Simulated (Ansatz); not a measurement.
# NSi: the cost of one run

Computed with the Python package of Ansatz 0.2.0. The levels of theory stand in the script.

## (1) Starting point

Bond lengths: Si1–N2 1.770 Å.

The script holds or builds the structure itself.

## (2) Script

Input file nsi_x2c.py:

```python
"""NSi with and without the spin-free two-component Hamiltonian."""

import ansatz as az
import numpy as np

nsi = (
    az.Crystal.molecule()
    .atom("Si", (0.0, 0.0, 0.0))
    .atom("N", (0.0, 0.0, 1.77))
)

calculation = nsi.calculation().functional("B3LYP", dispersion="d4").spin("collinear", total=1).forces()
# a set contracted for a scalar-relativistic Hamiltonian goes with the relativistic run
sets = {"none": "cc-pVTZ", "scalar": "cc-pVTZ-DK"}
found = {kind: calculation.basis(gaussian=basis).pseudopotentials(relativity=kind).run(threads=1, backend="cpu").report for kind, basis in sets.items()}
for kind, each in found.items():
    dipole = 4.803205 * np.linalg.norm(each["charge_distribution"]["dipole_moment_e_ang"])
    print(f"{kind:7s} E = {each['free_energy_ev']:.4f} eV  dipole {dipole:.3f} D  largest force component {np.abs(each['forces_ev_ang']).max():.4f} eV/A")
print(f"relativity lowers the total energy by {found['none']['free_energy_ev'] - found['scalar']['free_energy_ev']:.3f} eV")
```

## (3) What the engine is handed

The engine receives this input (first run):

```yaml
crystal:
  periodic: [false, false, false]
  atoms:
    - { symbol: Si, position_ang: [0.0, 0.0, 0.0] }
    - { symbol: "N", position_ang: [0.0, 0.0, 1.77] }
basis:
  gaussian:
    orbitals: cc-pVTZ
hamiltonian:
  xc: b3lyp
  dispersion: d4
  pseudopotentials:
    relativity: none
magnetization:
  spin_polarized: true
  initial_magnetization: 1.0
output:
  forces: true
```

## (4) Launch

The run is started by

```console
python nsi_x2c.py
```

What time and memory should one allow on 1 thread of Arm Neoverse V1, shared host?

About 8.7 s, with a peak of 0.21 GiB.
